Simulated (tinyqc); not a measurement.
Worked calculation (part 1 of 3): UHF in the sto-3g basis, for BH, spin multiplicity 3. This run ends on a higher stationary point, not on the lowest solution. Computed by tinyqc, a small Python program that keeps every step (integrals from PySCF). Settings: charge = 0, multiplicity = 3, basis = sto-3g, energy threshold = 1e-10, iteration cap = 63, orthogonalisation = canonical, start = core, DIIS depth = 6, method = UHF. Command: `OMP_NUM_THREADS=1 python tinyqc.py 31315 31316 out.jsonl` (the two numbers bound the seeds that draw the settings). One thread of a shared host (Intel(R) Xeon(R) Processor @ 2.60GHz), about 0.09 s of CPU time with the checks. Later iterations appear only in the table of the cycle.

## One-electron integrals

Geometry (angstrom):
```
atom       x       y       z
B     0.0000  0.0000  0.0000
H     0.0000  0.0000  2.3570
```

Basis sto-3g: exponents (1/bohr^2) and contraction coefficients of normalised primitives:
```
element  l (shell)  exponent  coefficient
B            s (1)   48.7911       0.1543
B            s (1)    8.8874       0.5353
B            s (1)    2.4053       0.4446
B            s (2)    2.2370      -0.1000
B            s (2)    0.5198       0.3995
B            s (2)    0.1691       0.7001
B            p (3)    2.2370       0.1559
B            p (3)    0.5198       0.6077
B            p (3)    0.1691       0.3920
H            s (1)    3.4253       0.1543
H            s (1)    0.6239       0.5353
H            s (1)    0.1689       0.4446
```

Overlap, kinetic and nuclear-attraction integrals over the contracted functions; the nuclear repulsion is the sum of Za Zb / Rab.

nuclear repulsion = 1.122565 hartree

overlap S, order 1B 1s, 1B 2s, 1B 2px, 1B 2py, 1B 2pz, 2H 1s:
$$\begin{pmatrix}
1.0000 & 0.2693 & 0.0000 & 0.0000 & 0.0000 & 0.0044 \\
0.2693 & 1.0000 & 0.0000 & 0.0000 & 0.0000 & 0.0907 \\
0.0000 & 0.0000 & 1.0000 & 0.0000 & 0.0000 & 0.0000 \\
0.0000 & 0.0000 & 0.0000 & 1.0000 & 0.0000 & 0.0000 \\
0.0000 & 0.0000 & 0.0000 & 0.0000 & 1.0000 & 0.1264 \\
0.0044 & 0.0907 & 0.0000 & 0.0000 & 0.1264 & 1.0000
\end{pmatrix}$$

kinetic energy T (hartree), order 1B 1s, 1B 2s, 1B 2px, 1B 2py, 1B 2pz, 2H 1s:
$$\begin{pmatrix}
10.8263 & -0.0480 & 0.0000 & 0.0000 & 0.0000 & -0.0024 \\
-0.0480 & 0.3592 & 0.0000 & 0.0000 & 0.0000 & -0.0128 \\
0.0000 & 0.0000 & 1.1239 & 0.0000 & 0.0000 & 0.0000 \\
0.0000 & 0.0000 & 0.0000 & 1.1239 & 0.0000 & 0.0000 \\
0.0000 & 0.0000 & 0.0000 & 0.0000 & 1.1239 & -0.0013 \\
-0.0024 & -0.0128 & 0.0000 & 0.0000 & -0.0013 & 0.7600
\end{pmatrix}$$

nuclear attraction V (hartree), order 1B 1s, 1B 2s, 1B 2px, 1B 2py, 1B 2pz, 2H 1s:
$$\begin{pmatrix}
-23.3719 & -3.1998 & 0.0000 & 0.0000 & -0.0047 & -0.0511 \\
-3.1998 & -3.9961 & 0.0000 & 0.0000 & -0.0484 & -0.2355 \\
0.0000 & 0.0000 & -3.9584 & 0.0000 & 0.0000 & 0.0000 \\
0.0000 & 0.0000 & 0.0000 & -3.9584 & 0.0000 & 0.0000 \\
-0.0047 & -0.0484 & 0.0000 & 0.0000 & -3.9809 & -0.3065 \\
-0.0511 & -0.2355 & 0.0000 & 0.0000 & -0.3065 & -2.3491
\end{pmatrix}$$

core Hamiltonian H = T + V (hartree), order 1B 1s, 1B 2s, 1B 2px, 1B 2py, 1B 2pz, 2H 1s:
$$\begin{pmatrix}
-12.5456 & -3.2478 & 0.0000 & 0.0000 & -0.0047 & -0.0536 \\
-3.2478 & -3.6370 & 0.0000 & 0.0000 & -0.0484 & -0.2483 \\
0.0000 & 0.0000 & -2.8345 & 0.0000 & 0.0000 & 0.0000 \\
0.0000 & 0.0000 & 0.0000 & -2.8345 & 0.0000 & 0.0000 \\
-0.0047 & -0.0484 & 0.0000 & 0.0000 & -2.8570 & -0.3079 \\
-0.0536 & -0.2483 & 0.0000 & 0.0000 & -0.3079 & -1.5891
\end{pmatrix}$$

## Two-electron integrals

Functions are numbered as in S; the eight-fold symmetry (ij|kl) = (ji|kl) = (kl|ij) leaves the list below.

Two-electron integrals (ij|kl) in chemists' order, unique and non-zero (hartree):
```
(11|11) 2.9235     (21|11) 0.5184     (21|21) 0.1093     (22|11) 0.7442
(22|21) 0.1932     (22|22) 0.5448     (31|31) 0.0203     (32|31) 0.0300
(32|32) 0.1203     (33|11) 0.7425     (33|21) 0.1932     (33|22) 0.5447
(33|33) 0.5868     (41|41) 0.0203     (42|41) 0.0300     (42|42) 0.1203
(43|43) 0.0316     (44|11) 0.7425     (44|21) 0.1932     (44|22) 0.5447
(44|33) 0.5235     (44|44) 0.5868     (51|51) 0.0203     (52|51) 0.0300
(52|52) 0.1203     (53|53) 0.0316     (54|54) 0.0316     (55|11) 0.7425
(55|21) 0.1932     (55|22) 0.5447     (55|33) 0.5235     (55|44) 0.5235
(55|55) 0.5868     (61|11) 0.0082     (61|21) 0.0017     (61|22) 0.0031
(61|33) 0.0031     (61|44) 0.0031     (61|51) 1.51e-04   (61|52) 2.81e-04
(61|55) 0.0031     (61|61) 2.89e-05   (62|11) 0.0376     (62|21) 0.0100
(62|22) 0.0336     (62|33) 0.0325     (62|44) 0.0325     (62|51) 0.0011
(62|52) 0.0079     (62|55) 0.0357     (62|61) 1.74e-04   (62|62) 0.0040
(63|31) 0.0007     (63|32) 0.0038     (63|53) 0.0013     (63|63) 3.01e-04
(64|41) 0.0007     (64|42) 0.0038     (64|54) 0.0013     (64|64) 3.01e-04
(65|11) 0.0462     (65|21) 0.0124     (65|22) 0.0431     (65|33) 0.0413
(65|44) 0.0413     (65|51) 0.0017     (65|52) 0.0122     (65|55) 0.0469
(65|61) 2.20e-04   (65|62) 0.0058     (65|65) 0.0086     (66|11) 0.2245
(66|21) 0.0605     (66|22) 0.2241     (66|33) 0.2169     (66|44) 0.2169
(66|51) 0.0047     (66|52) 0.0478     (66|55) 0.2385     (66|61) 0.0010
(66|62) 0.0404     (66|65) 0.0634     (66|66) 0.7746
```

## Orthogonalisation

S = U s U^T; canonical form X = U s^(-1/2), so that X^T S X = 1. Each column of U has its largest component positive (the first on a tie).

eigenvalues of S: [0.7139, 0.8801, 1.0000, 1.0000, 1.1168, 1.2892]

X, order 1B 1s, 1B 2s, 1B 2px, 1B 2py, 1B 2pz, 2H 1s:
$$\begin{pmatrix}
-0.7745 & 0.2883 & 0.0000 & 0.0000 & -0.2591 & 0.5733 \\
0.8277 & -0.1169 & 0.0000 & 0.0000 & -0.1223 & 0.6115 \\
0.0000 & 0.0000 & 0.9115 & -0.4113 & 0.0000 & 0.0000 \\
0.0000 & 0.0000 & 0.4113 & 0.9115 & 0.0000 & 0.0000 \\
0.1375 & 0.7396 & 0.0000 & 0.0000 & 0.6623 & 0.1082 \\
-0.3112 & -0.7017 & 0.0000 & 0.0000 & 0.6121 & 0.2477
\end{pmatrix}$$

Within a degenerate level the vectors are fixed only up to a rotation; this is one choice.

## Starting guess

The start is the orbitals of the core Hamiltonian; D(s) = C_occ C_occ^T for each spin.

D(alpha) at the start, order 1B 1s, 1B 2s, 1B 2px, 1B 2py, 1B 2pz, 2H 1s:
$$\begin{pmatrix}
1.0785 & -0.2916 & 0.0000 & 0.0000 & -0.0017 & 0.0088 \\
-0.2916 & 1.0832 & 0.0000 & 0.0000 & 0.0068 & -0.0303 \\
0.0000 & 0.0000 & 0.9218 & -0.2685 & 0.0000 & 0.0000 \\
0.0000 & 0.0000 & -0.2685 & 0.0782 & 0.0000 & 0.0000 \\
-0.0017 & 0.0068 & 0.0000 & 0.0000 & 1.0094 & -0.0453 \\
0.0088 & -0.0303 & 0.0000 & 0.0000 & -0.0453 & 0.0029
\end{pmatrix}$$

D(beta) at the start, order 1B 1s, 1B 2s, 1B 2px, 1B 2py, 1B 2pz, 2H 1s:
$$\begin{pmatrix}
1.0730 & -0.2698 & 0.0000 & 0.0000 & -0.0735 & 0.0114 \\
-0.2698 & 0.9974 & 0.0000 & 0.0000 & 0.2886 & -0.0405 \\
0.0000 & 0.0000 & 0.0000 & 0.0000 & 0.0000 & 0.0000 \\
0.0000 & 0.0000 & 0.0000 & 0.0000 & 0.0000 & 0.0000 \\
-0.0735 & 0.2886 & 0.0000 & 0.0000 & 0.0835 & -0.0117 \\
0.0114 & -0.0405 & 0.0000 & 0.0000 & -0.0117 & 0.0016
\end{pmatrix}$$

## Iteration 1: building the Fock matrix

J_ij = sum D_kl (ij|kl) with D = D(alpha) + D(beta), K_ij = sum D_kl (ik|jl) for each spin; F = H + J - K(s); E = tr D H + tr D J / 2 - 0.5 sum_s tr D(s) K(s) + E_nn.

Coulomb J (hartree), order 1B 1s, 1B 2s, 1B 2px, 1B 2py, 1B 2pz, 2H 1s:
$$\begin{pmatrix}
8.8009 & 1.7965 & 0.0000 & 0.0000 & 0.0144 & 0.0289 \\
1.7965 & 3.6492 & 0.0000 & 0.0000 & 0.0643 & 0.2146 \\
0.0000 & 0.0000 & 3.6595 & -0.0170 & 0.0000 & 0.0000 \\
0.0000 & 0.0000 & -0.0170 & 3.6061 & 0.0000 & 0.0000 \\
0.0144 & 0.0643 & 0.0000 & 0.0000 & 3.6693 & 0.2732 \\
0.0289 & 0.2146 & 0.0000 & 0.0000 & 0.2732 & 1.3770
\end{pmatrix}$$

exchange K(alpha) (hartree), order 1B 1s, 1B 2s, 1B 2px, 1B 2py, 1B 2pz, 2H 1s:
$$\begin{pmatrix}
3.0098 & 0.5796 & 0.0000 & 0.0000 & 0.0000 & 0.0106 \\
0.5796 & 0.8345 & 0.0000 & 0.0000 & 0.0006 & 0.0421 \\
0.0000 & 0.0000 & 0.7097 & -0.1490 & 0.0000 & 0.0000 \\
0.0000 & 0.0000 & -0.1490 & 0.2413 & 0.0000 & 0.0000 \\
0.0000 & 0.0006 & 0.0000 & 0.0000 & 0.7537 & 0.0447 \\
0.0106 & 0.0421 & 0.0000 & 0.0000 & 0.0447 & 0.0074
\end{pmatrix}$$

exchange K(beta) (hartree), order 1B 1s, 1B 2s, 1B 2px, 1B 2py, 1B 2pz, 2H 1s:
$$\begin{pmatrix}
2.9678 & 0.5210 & 0.0000 & 0.0000 & 0.0083 & 0.0089 \\
0.5210 & 0.5638 & 0.0000 & 0.0000 & 0.1730 & 0.0375 \\
0.0000 & 0.0000 & 0.1279 & 0.0000 & 0.0000 & 0.0000 \\
0.0000 & 0.0000 & 0.0000 & 0.1279 & 0.0000 & 0.0000 \\
0.0083 & 0.1730 & 0.0000 & 0.0000 & 0.1726 & 0.0202 \\
0.0089 & 0.0375 & 0.0000 & 0.0000 & 0.0202 & 0.0045
\end{pmatrix}$$

F(alpha) (hartree), order 1B 1s, 1B 2s, 1B 2px, 1B 2py, 1B 2pz, 2H 1s:
$$\begin{pmatrix}
-6.7545 & -2.0309 & 0.0000 & 0.0000 & 0.0096 & -0.0353 \\
-2.0309 & -0.8223 & 0.0000 & 0.0000 & 0.0153 & -0.0758 \\
0.0000 & 0.0000 & 0.1153 & 0.1321 & 0.0000 & 0.0000 \\
0.0000 & 0.0000 & 0.1321 & 0.5303 & 0.0000 & 0.0000 \\
0.0096 & 0.0153 & 0.0000 & 0.0000 & 0.0586 & -0.0794 \\
-0.0353 & -0.0758 & 0.0000 & 0.0000 & -0.0794 & -0.2195
\end{pmatrix}$$

F(beta) (hartree), order 1B 1s, 1B 2s, 1B 2px, 1B 2py, 1B 2pz, 2H 1s:
$$\begin{pmatrix}
-6.7125 & -1.9724 & 0.0000 & 0.0000 & 0.0013 & -0.0336 \\
-1.9724 & -0.5515 & 0.0000 & 0.0000 & -0.1571 & -0.0712 \\
0.0000 & 0.0000 & 0.6971 & -0.0170 & 0.0000 & 0.0000 \\
0.0000 & 0.0000 & -0.0170 & 0.6437 & 0.0000 & 0.0000 \\
0.0013 & -0.1571 & 0.0000 & 0.0000 & 0.6397 & -0.0548 \\
-0.0336 & -0.0712 & 0.0000 & 0.0000 & -0.0548 & -0.2166
\end{pmatrix}$$

total energy of this density = -24.077056 hartree

## Iteration 1: diagonalisation and new density

Diagonalise F' = X^T F X, C = X C', fill 4 alpha and 2 beta electrons from the bottom; D(s) = C_occ C_occ^T. Each column has its largest component positive (the first on a tie).

F' = X^T F X (alpha) (hartree):
$$\begin{pmatrix}
-2.0008 & 0.9324 & 0.0000 & 0.0000 & -0.9966 & 2.6131 \\
0.9324 & -0.4261 & 0.0000 & 0.0000 & 0.6105 & -1.1876 \\
0.0000 & 0.0000 & 0.2845 & 0.2429 & 0.0000 & 0.0000 \\
0.0000 & 0.0000 & 0.2429 & 0.3611 & 0.0000 & 0.0000 \\
-0.9966 & 0.6105 & 0.0000 & 0.0000 & -0.6985 & 1.4547 \\
2.6131 & -1.1876 & 0.0000 & 0.0000 & 1.4547 & -3.9980
\end{pmatrix}$$

orbital energies (alpha) (hartree): MO1 -6.7619, MO2 -0.2680, MO3 -0.1828, MO4 0.0769, MO5 0.0894, MO6 0.5687

coefficients C (alpha), order 1B 1s, 1B 2s, 1B 2px, 1B 2py, 1B 2pz, 2H 1s:
$$\begin{pmatrix}
0.9900 & -0.2172 & -0.2244 & 0.0000 & -0.0332 & 0.0000 \\
0.0351 & 0.7082 & 0.7553 & 0.0000 & 0.1206 & 0.0000 \\
0.0000 & 0.0000 & 0.0000 & 0.9601 & 0.0000 & 0.2796 \\
0.0000 & 0.0000 & 0.0000 & -0.2796 & 0.0000 & 0.9601 \\
-0.0013 & 0.0652 & -0.2019 & 0.0000 & 0.9856 & 0.0000 \\
-0.0019 & 0.6600 & -0.6989 & 0.0000 & -0.3182 & 0.0000
\end{pmatrix}$$

F' = X^T F X (beta) (hartree):
$$\begin{pmatrix}
-1.8950 & 0.8677 & 0.0000 & 0.0000 & -1.0585 & 2.7096 \\
0.8677 & -0.1026 & 0.0000 & 0.0000 & 0.9237 & -1.2272 \\
0.0000 & 0.0000 & 0.6753 & -0.0312 & 0.0000 & 0.0000 \\
0.0000 & 0.0000 & -0.0312 & 0.6655 & 0.0000 & 0.0000 \\
-1.0585 & 0.9237 & 0.0000 & 0.0000 & -0.3825 & 1.3941 \\
2.7096 & -1.2272 & 0.0000 & 0.0000 & 1.3941 & -3.8555
\end{pmatrix}$$

orbital energies (beta) (hartree): MO1 -6.7168, MO2 -0.2272, MO3 0.0145, MO4 0.6388, MO5 0.6939, MO6 0.7020

coefficients C (beta), order 1B 1s, 1B 2s, 1B 2px, 1B 2py, 1B 2pz, 2H 1s:
$$\begin{pmatrix}
0.9926 & -0.0657 & -0.2911 & 0.0000 & 0.0668 & 0.0000 \\
0.0265 & 0.2069 & 0.9965 & 0.0000 & -0.2263 & 0.0000 \\
0.0000 & 0.0000 & 0.0000 & 0.2796 & 0.0000 & 0.9601 \\
0.0000 & 0.0000 & 0.0000 & 0.9601 & 0.0000 & -0.2796 \\
0.0006 & 0.0663 & 0.2216 & 0.0000 & 0.9813 & 0.0000 \\
-0.0016 & 0.9512 & -0.3246 & 0.0000 & -0.1229 & 0.0000
\end{pmatrix}$$

D(alpha) after iteration 1, order 1B 1s, 1B 2s, 1B 2px, 1B 2py, 1B 2pz, 2H 1s:
$$\begin{pmatrix}
1.0776 & -0.2885 & 0.0000 & 0.0000 & 0.0299 & 0.0116 \\
-0.2885 & 1.0732 & 0.0000 & 0.0000 & -0.1064 & -0.0605 \\
0.0000 & 0.0000 & 0.9218 & -0.2685 & 0.0000 & 0.0000 \\
0.0000 & 0.0000 & -0.2685 & 0.0782 & 0.0000 & 0.0000 \\
0.0299 & -0.1064 & 0.0000 & 0.0000 & 0.0450 & 0.1841 \\
0.0116 & -0.0605 & 0.0000 & 0.0000 & 0.1841 & 0.9240
\end{pmatrix}$$

D(beta) after iteration 1, order 1B 1s, 1B 2s, 1B 2px, 1B 2py, 1B 2pz, 2H 1s:
$$\begin{pmatrix}
0.9895 & 0.0127 & 0.0000 & 0.0000 & -0.0038 & -0.0641 \\
0.0127 & 0.0435 & 0.0000 & 0.0000 & 0.0137 & 0.1968 \\
0.0000 & 0.0000 & 0.0000 & 0.0000 & 0.0000 & 0.0000 \\
0.0000 & 0.0000 & 0.0000 & 0.0000 & 0.0000 & 0.0000 \\
-0.0038 & 0.0137 & 0.0000 & 0.0000 & 0.0044 & 0.0630 \\
-0.0641 & 0.1968 & 0.0000 & 0.0000 & 0.0630 & 0.9047
\end{pmatrix}$$

## Iteration 2: building the Fock matrix

As before.

Coulomb J (hartree), order 1B 1s, 1B 2s, 1B 2px, 1B 2py, 1B 2pz, 2H 1s:
$$\begin{pmatrix}
7.8102 & 1.5490 & 0.0000 & 0.0000 & 0.0053 & 0.0248 \\
1.5490 & 3.0518 & 0.0000 & 0.0000 & 0.0748 & 0.2206 \\
0.0000 & 0.0000 & 3.0696 & -0.0170 & 0.0000 & 0.0000 \\
0.0000 & 0.0000 & -0.0170 & 3.0163 & 0.0000 & 0.0000 \\
0.0053 & 0.0748 & 0.0000 & 0.0000 & 3.0575 & 0.3000 \\
0.0248 & 0.2206 & 0.0000 & 0.0000 & 0.3000 & 2.3598
\end{pmatrix}$$

exchange K(alpha) (hartree), order 1B 1s, 1B 2s, 1B 2px, 1B 2py, 1B 2pz, 2H 1s:
$$\begin{pmatrix}
2.9897 & 0.5511 & 0.0000 & 0.0000 & -0.0001 & 0.0098 \\
0.5511 & 0.7195 & 0.0000 & 0.0000 & -0.0528 & 0.0676 \\
0.0000 & 0.0000 & 0.6788 & -0.1490 & 0.0000 & 0.0000 \\
0.0000 & 0.0000 & -0.1490 & 0.2105 & 0.0000 & 0.0000 \\
-0.0001 & -0.0528 & 0.0000 & 0.0000 & 0.2155 & 0.1076 \\
0.0098 & 0.0676 & 0.0000 & 0.0000 & 0.1076 & 0.7379
\end{pmatrix}$$

exchange K(beta) (hartree), order 1B 1s, 1B 2s, 1B 2px, 1B 2py, 1B 2pz, 2H 1s:
$$\begin{pmatrix}
2.9104 & 0.5326 & 0.0000 & 0.0000 & 0.0002 & 0.0079 \\
0.5326 & 0.1538 & 0.0000 & 0.0000 & 0.0258 & 0.0850 \\
0.0000 & 0.0000 & 0.0280 & 0.0000 & 0.0000 & 0.0000 \\
0.0000 & 0.0000 & 0.0000 & 0.0280 & 0.0000 & 0.0000 \\
0.0002 & 0.0258 & 0.0000 & 0.0000 & 0.0469 & 0.0845 \\
0.0079 & 0.0850 & 0.0000 & 0.0000 & 0.0845 & 0.7250
\end{pmatrix}$$

F(alpha) (hartree), order 1B 1s, 1B 2s, 1B 2px, 1B 2py, 1B 2pz, 2H 1s:
$$\begin{pmatrix}
-7.7251 & -2.2499 & 0.0000 & 0.0000 & 0.0006 & -0.0386 \\
-2.2499 & -1.3047 & 0.0000 & 0.0000 & 0.0792 & -0.0953 \\
0.0000 & 0.0000 & -0.4436 & 0.1321 & 0.0000 & 0.0000 \\
0.0000 & 0.0000 & 0.1321 & -0.0287 & 0.0000 & 0.0000 \\
0.0006 & 0.0792 & 0.0000 & 0.0000 & -0.0150 & -0.1155 \\
-0.0386 & -0.0953 & 0.0000 & 0.0000 & -0.1155 & 0.0328
\end{pmatrix}$$

F(beta) (hartree), order 1B 1s, 1B 2s, 1B 2px, 1B 2py, 1B 2pz, 2H 1s:
$$\begin{pmatrix}
-7.6459 & -2.2314 & 0.0000 & 0.0000 & 0.0003 & -0.0367 \\
-2.2314 & -0.7390 & 0.0000 & 0.0000 & 0.0006 & -0.1127 \\
0.0000 & 0.0000 & 0.2071 & -0.0170 & 0.0000 & 0.0000 \\
0.0000 & 0.0000 & -0.0170 & 0.1537 & 0.0000 & 0.0000 \\
0.0003 & 0.0006 & 0.0000 & 0.0000 & 0.1536 & -0.0923 \\
-0.0367 & -0.1127 & 0.0000 & 0.0000 & -0.0923 & 0.0457
\end{pmatrix}$$

total energy of this density = -24.317665 hartree

## Iteration 2: DIIS over 2 matrices

error matrix X^T (FDS - SDF) X (alpha):
$$\begin{pmatrix}
0.0000 & -0.0272 & 0.0000 & 0.0000 & -0.0513 & -0.0113 \\
0.0272 & 0.0000 & 0.0000 & 0.0000 & -0.1098 & -0.0248 \\
0.0000 & 0.0000 & 0.0000 & 0.0000 & 0.0000 & 0.0000 \\
0.0000 & 0.0000 & 0.0000 & 0.0000 & 0.0000 & 0.0000 \\
0.0513 & 0.1098 & 0.0000 & 0.0000 & 0.0000 & -0.0010 \\
0.0113 & 0.0248 & 0.0000 & 0.0000 & 0.0010 & 0.0000
\end{pmatrix}$$

B (overlaps of the stored error matrices):
$$\begin{pmatrix}
4.3336507e-02 & -3.9884572e-02 \\
-3.9884572e-02 & 7.5808018e-02
\end{pmatrix}$$

Minimise |sum c_i e_i|^2 with sum c_i = 1: solve [B -1; -1 0][c; lambda] = [0; -1] with B_ij = tr e_i^T e_j summed over both spins, and take F = sum c_i F_i.

DIIS coefficients: [0.5816, 0.4184]

extrapolated F(alpha) (hartree), order 1B 1s, 1B 2s, 1B 2px, 1B 2py, 1B 2pz, 2H 1s:
$$\begin{pmatrix}
-7.1606 & -2.1225 & 0.0000 & 0.0000 & 0.0058 & -0.0367 \\
-2.1225 & -1.0241 & 0.0000 & 0.0000 & 0.0420 & -0.0839 \\
0.0000 & 0.0000 & -0.1185 & 0.1321 & 0.0000 & 0.0000 \\
0.0000 & 0.0000 & 0.1321 & 0.2964 & 0.0000 & 0.0000 \\
0.0058 & 0.0420 & 0.0000 & 0.0000 & 0.0278 & -0.0945 \\
-0.0367 & -0.0839 & 0.0000 & 0.0000 & -0.0945 & -0.1139
\end{pmatrix}$$

extrapolated F(beta) (hartree), order 1B 1s, 1B 2s, 1B 2px, 1B 2py, 1B 2pz, 2H 1s:
$$\begin{pmatrix}
-7.1030 & -2.0807 & 0.0000 & 0.0000 & 0.0009 & -0.0349 \\
-2.0807 & -0.6299 & 0.0000 & 0.0000 & -0.0911 & -0.0886 \\
0.0000 & 0.0000 & 0.4921 & -0.0170 & 0.0000 & 0.0000 \\
0.0000 & 0.0000 & -0.0170 & 0.4387 & 0.0000 & 0.0000 \\
0.0009 & -0.0911 & 0.0000 & 0.0000 & 0.4363 & -0.0705 \\
-0.0349 & -0.0886 & 0.0000 & 0.0000 & -0.0705 & -0.1069
\end{pmatrix}$$

## Iteration 2: diagonalisation and new density

As before.

F' = X^T F X (alpha) (hartree):
$$\begin{pmatrix}
-2.2439 & 1.0590 & 0.0000 & 0.0000 & -1.0554 & 2.6876 \\
1.0590 & -0.4126 & 0.0000 & 0.0000 & 0.5730 & -1.2585 \\
0.0000 & 0.0000 & 0.0507 & 0.2429 & 0.0000 & 0.0000 \\
0.0000 & 0.0000 & 0.2429 & 0.1272 & 0.0000 & 0.0000 \\
-1.0554 & 0.5730 & 0.0000 & 0.0000 & -0.7222 & 1.5673 \\
2.6876 & -1.2585 & 0.0000 & 0.0000 & 1.5673 & -4.2656
\end{pmatrix}$$

orbital energies (alpha) (hartree): MO1 -7.1666, MO2 -0.4325, MO3 -0.1570, MO4 -0.1418, MO5 0.0967, MO6 0.3349

coefficients C (alpha), order 1B 1s, 1B 2s, 1B 2px, 1B 2py, 1B 2pz, 2H 1s:
$$\begin{pmatrix}
0.9912 & -0.3049 & 0.0000 & 0.0354 & -0.0454 & 0.0000 \\
0.0312 & 1.0208 & 0.0000 & -0.1327 & 0.1649 & 0.0000 \\
0.0000 & 0.0000 & 0.9601 & 0.0000 & 0.0000 & 0.2796 \\
0.0000 & 0.0000 & -0.2796 & 0.0000 & 0.0000 & 0.9601 \\
-0.0008 & -0.0807 & 0.0000 & 0.4192 & 0.9133 & 0.0000 \\
-0.0017 & 0.0999 & 0.0000 & 0.8587 & -0.5272 & 0.0000
\end{pmatrix}$$

F' = X^T F X (beta) (hartree):
$$\begin{pmatrix}
-2.0125 & 0.9836 & 0.0000 & 0.0000 & -1.1271 & 2.8433 \\
0.9836 & -0.1837 & 0.0000 & 0.0000 & 0.7939 & -1.2978 \\
0.0000 & 0.0000 & 0.4703 & -0.0312 & 0.0000 & 0.0000 \\
0.0000 & 0.0000 & -0.0312 & 0.4605 & 0.0000 & 0.0000 \\
-1.1271 & 0.7939 & 0.0000 & 0.0000 & -0.4851 & 1.5006 \\
2.8433 & -1.2978 & 0.0000 & 0.0000 & 1.5006 & -4.0826
\end{pmatrix}$$

orbital energies (beta) (hartree): MO1 -7.1073, MO2 -0.1575, MO3 0.0258, MO4 0.4338, MO5 0.4751, MO6 0.4970

coefficients C (beta), order 1B 1s, 1B 2s, 1B 2px, 1B 2py, 1B 2pz, 2H 1s:
$$\begin{pmatrix}
0.9928 & -0.1544 & -0.2594 & 0.0000 & 0.0437 & 0.0000 \\
0.0257 & 0.5128 & 0.8959 & 0.0000 & -0.1463 & 0.0000 \\
0.0000 & 0.0000 & 0.0000 & 0.2796 & 0.0000 & 0.9601 \\
0.0000 & 0.0000 & 0.0000 & 0.9601 & 0.0000 & -0.2796 \\
0.0004 & 0.1467 & 0.0921 & 0.0000 & 0.9932 & 0.0000 \\
-0.0015 & 0.7950 & -0.5969 & 0.0000 & -0.1925 & 0.0000
\end{pmatrix}$$

D(alpha) after iteration 2, order 1B 1s, 1B 2s, 1B 2px, 1B 2py, 1B 2pz, 2H 1s:
$$\begin{pmatrix}
1.0766 & -0.2850 & 0.0000 & 0.0000 & 0.0386 & -0.0018 \\
-0.2850 & 1.0606 & 0.0000 & 0.0000 & -0.1381 & -0.0120 \\
0.0000 & 0.0000 & 0.9218 & -0.2685 & 0.0000 & 0.0000 \\
0.0000 & 0.0000 & -0.2685 & 0.0782 & 0.0000 & 0.0000 \\
0.0386 & -0.1381 & 0.0000 & 0.0000 & 0.1823 & 0.3519 \\
-0.0018 & -0.0120 & 0.0000 & 0.0000 & 0.3519 & 0.7473
\end{pmatrix}$$

D(beta) after iteration 2, order 1B 1s, 1B 2s, 1B 2px, 1B 2py, 1B 2pz, 2H 1s:
$$\begin{pmatrix}
1.0095 & -0.0537 & 0.0000 & 0.0000 & -0.0223 & -0.1243 \\
-0.0537 & 0.2637 & 0.0000 & 0.0000 & 0.0752 & 0.4076 \\
0.0000 & 0.0000 & 0.0000 & 0.0000 & 0.0000 & 0.0000 \\
0.0000 & 0.0000 & 0.0000 & 0.0000 & 0.0000 & 0.0000 \\
-0.0223 & 0.0752 & 0.0000 & 0.0000 & 0.0215 & 0.1166 \\
-0.1243 & 0.4076 & 0.0000 & 0.0000 & 0.1166 & 0.6320
\end{pmatrix}$$
